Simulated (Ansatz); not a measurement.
We consider hcp Tc, described by r²SCAN+rVV10 (Ansatz, a program for electronic structure, PAW).

Numerical settings: plane-wave cutoff 560 eV, 24×24×12 k mesh (along the axes of the cell as run), Fermi–Dirac smearing 0.05 eV, no spin polarisation, scalar-relativistic PAW data made under PBE.

Shape and atoms are relaxed at each volume.

Pressure at four volumes; x = ln(V/14.103 Å³). One pressure is withheld.

```
V (Å³/atom)        x  P (GPa)
-----------  -------  -------
13.539       -0.0408    14.64
14.103        0.0000     0.00
14.385        0.0198    -6.21
14.667        0.0392        ?
```

Pass a parabola P(x) through the three rows shown, estimate the bulk modulus and its pressure derivative near zero pressure, and predict the withheld pressure.

Slopes between the rows: (0.00 − (14.64))/(0.0000 − (-0.0408)) = -358.82 and (-6.21 − (0.00))/(0.0198 − (0.0000)) = -313.64 GPa. Their difference over the span 0.0606 is c = 45.18/0.0606 = 745.5 GPa, so P(x) = 14.64 + (-358.82)(x − (-0.0408)) + 745.5 (x − (-0.0408))(x − (0.0000)). At the middle row B = −dP/dx = −[-358.82 + 745.5 × 0.0408] = 328.4 GPa, and B′ = dB/dP = 2c/B = 4.5. At x = 0.0392 the parabola gives -11.73 GPa; the run gives -11.78 GPa. The Birch–Murnaghan fit to the energies at all volumes has B0 = 328 GPa and B′ = 4.4.

Measured, for comparison: bulk modulus 303 GPa (zero-point energy and finite temperature contributions removed; as tabulated in doi:10.1021/acs.jctc.3c00612). Computed (rounded) less measured: bulk modulus +8 %.

Note: the bulk modulus comes from volumes at which shape and atoms were relaxed.
